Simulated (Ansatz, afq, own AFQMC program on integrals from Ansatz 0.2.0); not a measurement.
AFQMC, coupled cluster and functionals along a coordinate of NH3 + N, quartet

```
atom    x (Å)    y (Å)    z (Å)
   N  -1.0732  -0.0184  -0.0286
   H  -1.3705   0.9495  -0.0286
   H  -1.3705  -0.4207   0.8517
   H  -0.0607  -0.0184  -0.0286
   N   1.2748  -0.0184  -0.0286
```

A hydrogen atom is moved from one rigid fragment to the other; the N1–H4 distance tells how far. The two fragments are held close together, so this isn't a minimum-energy path and the start is a compressed complex. Energies in mEh count from this geometry (1.012 Å) at the same level; the start stands on UHF, each point on the determinant named.

Basis cc-pVTZ. Only valence electrons are correlated. Ansatz 0.2.0 and our own AFQMC program on the same integrals; the CISD trial comes from CCSD amplitudes, and released means the phaseless constraint is let go. ± is one standard error of the sampling.

Cautions, each for one point or more: lower spins were not checked; the ph-AFQMC/CISD walk drifts between its halves.

```tsv
r(N1–H4) / Å	det.	T1	weight	⟨S²⟩	CCSD(T)	ph-AFQMC/CISD	r2SCAN	CCSD
1.097	UHF	0.016	0.89	3.77	7.1	6.9 ± 0.3	2.8	7.9
1.139	UHF	0.017	0.89	3.78	12.0	11.9 ± 0.4	5.7	13.1
1.181	UHF	0.017	0.88	3.79	17.0	17.0 ± 0.2	9.0	18.3
1.224	UHF	0.019	0.88	3.80	21.7	21.6 ± 0.2	12.6	23.0
1.308	UHF	0.025	0.88	3.79	30.1	30.2 ± 0.3	20.8	30.7
```

Weight is that of the determinant in the CISD state; at the start T1 is 0.014 and the weight 0.89, and ⟨S²⟩ is 3.76. Largest departures from phaseless AFQMC with a CISD trial: CCSD(T) 0.2 mEh at 1.097 (on UHF) (within the noise), r2SCAN -9.4 mEh at 1.308, CCSD 1.3 mEh at 1.224 (on UHF). The walk's constraint bias lies outside its error bars, so these are departures and not errors. Functionals count only at points shown to share the start's state and spin.

Some points may be missing: those where a free walk finds a much lower state, and past Zn most of those on another determinant than at the start.

A walk keeps the symmetry of its determinant, which the program's search chose and which needn't be the lowest solution, so a lower state of the same spin and another symmetry isn't excluded.
